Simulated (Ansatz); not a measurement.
**N₂H₄ (singlet): the correlation ladder, cc-pVTZ**

Aim: climb from Hartree-Fock through coupled cluster for N₂H₄ (singlet) at one geometry and basis, and see what each rung misses.

Method: cc-pVTZ, core rule «outside noble gas», up to 2 orbitals frozen; program: Ansatz 0.2.0, Gaussian basis.

Plan: UHF; CCSD(T) on RHF; CCSDT(Q) on RHF.

2 further runs of the same task are left out: 2 set aside as unsound or not needed.

## Step 1: The system

The geometry is an MP2(full)/6-31G* stationary point (not a proven minimum).

6 atoms, charge 0, spin multiplicity 1.

Atoms are counted from 1 here; the program's logs count them from 0.

Bond lengths: N1–N2 1.438 Å, N1–H3 1.020 Å, N1–H4 1.016 Å, N2–H5 1.020 Å, N2–H6 1.016 Å. Angles: N2–N1–H3 111.5°, N2–N1–H4 106.4°, H3–N1–H4 107.0°, N1–N2–H5 111.5°, N1–N2–H6 106.4°, H5–N2–H6 107.0°.

## Step 2: UHF

The input, in.yaml:

```yaml
crystal:
  periodic: [false, false, false]
  atoms:
    - {symbol: N, position_ang: [0.000000, 0.718959, -0.043984]}
    - {symbol: N, position_ang: [0.000000, -0.718959, -0.043984]}
    - {symbol: H, position_ang: [0.211082, 1.092752, 0.881590]}
    - {symbol: H, position_ang: [-0.948214, 1.005026, -0.270375]}
    - {symbol: H, position_ang: [-0.211082, -1.092752, 0.881590]}
    - {symbol: H, position_ang: [0.948214, -1.005026, -0.270375]}
basis:
  gaussian: {orbitals: cc-pVTZ}
magnetization: {spin_polarized: true, initial_magnetization: 0}
hamiltonian: {xc: hf}
output: {orbitals: {seedname: orbitals}}
```

Command:

```bash
> ansatz run in.yaml --threads 1 --pin off --events-out ev --progress --plain --max-ram 2764MiB --backend cpu
```

After this run come: CCSD(T) on RHF; CCSDT(Q) on RHF.

**Question.** What will the summary of the whole plan be? Wanted: RCCSDT(Q) below the RHF energy; RMP2 from RCCSDT(Q); RCCSD from RCCSDT(Q); RCCSD(T) from RCCSDT(Q); T1 diagnostic.

**Answer**, as computed:

| quantity | value |
| --- | --- |
| RCCSDT(Q) below the RHF energy | -12.9568 eV |
| RMP2 from RCCSDT(Q) | +969.4 meV |
| RCCSD from RCCSDT(Q) | +475.4 meV |
| RCCSD(T) from RCCSDT(Q) | +26.1 meV |
| levels within 1 kcal/mol (43 meV) | RCCSD(T), RCCSDT |
| T1 diagnostic | 0.007 |

**Reading.** RCCSD(T) misses by +26.1 meV, 0.2 % of the correlation energy. These misses are within one basis, not against nature.
